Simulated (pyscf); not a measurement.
Thermochemistry of product channels of H₂B–AsH₂ (SMILES B[AsH2]) + SiH₂ (SMILES [SiH2]) [singlet] on the singlet surface, in kcal/mol, from CCSD(T)/def2-TZVPP + ΔMP2(QZVPP) energies (ideal gas, 1 atm, RRHO with modes under 100 cm⁻¹ raised to 100, one conformer, R ln 2 for rigid chiral ones). PySCF, gas phase, ωB97X-D3(BJ)/def2-SVP geometries. Correlated levels are frozen-core, on RHF or UHF. ΔMP2 is the change of the MP2 total energy from the triple- to the quadruple-zeta basis.

```json
[
 {"products": "H₂B–AsH–SiH₃ (SMILES B[AsH][SiH3])", "ΔE": "[?]", "ΔH(298 K)": "-62.3", "ΔG(900 K)": "-31.1", "ΔG(1200 K)": "-21.3"},
 {"products": "H₂B–SiH₂–AsH₂ (SMILES B[SiH2][AsH2])", "ΔE": "-55.6", "ΔH(298 K)": "-52.7", "ΔG(900 K)": "-18.5", "ΔG(1200 K)": "[?]"}
]
```

Task: What belongs in the gaps?

Result: 
- H₂B–AsH–SiH₃ (SMILES B[AsH][SiH3]), ΔE: -65.4
- H₂B–SiH₂–AsH₂ (SMILES B[SiH2][AsH2]), ΔG(1200 K): -7.7

These are energies of the channels, which say nothing of barriers. The CCSD(T) − MP2 part came from Ansatz, without density fitting, on the same reference. The frozen core leaves the outer d or s,p core shells of the metals and heavy elements correlated in the MP2 and CC values, and def2-TZVPP describes them poorly, which can shift differences by a few kcal/mol. Elements up to Kr have no core potential and no relativistic terms here.
